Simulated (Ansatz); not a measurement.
Diamond-structure Ge, treated with LC-ωPBE (PAW; Ansatz, a quantum-chemistry and plane-wave program).

Numerical settings: plane-wave cutoff 520 eV, 8×8×8 k mesh, scalar-relativistic PAW data made under PBE.

Computed at the level's own relaxed cell.

Hill averages of the elastic tensor: K = 97.5 GPa, G = 70.0 GPa. Volume 21.558 Å³/atom, mean atomic mass 72.640 u.

Question: Work out the density, the sound velocities of a polycrystal and the elastic Debye temperature at this level.

Answer: ρ = 1.66054 × 72.640/21.558 = 5.595 g/cm³. v_l = √[(K + 4G/3)/ρ] = 5.840 km/s and v_t = √(G/ρ) = 3.537 km/s. The mean follows from 3/v_m³ = 1/v_l³ + 2/v_t³: v_m = 3.909 km/s. Θ_D = (ħ/k_B) v_m (6π²/V)^(1/3) = 76.38 K Å s/km × 3.909 × 1.4005 Å⁻¹ = 418 K, counting all atoms of the cell.
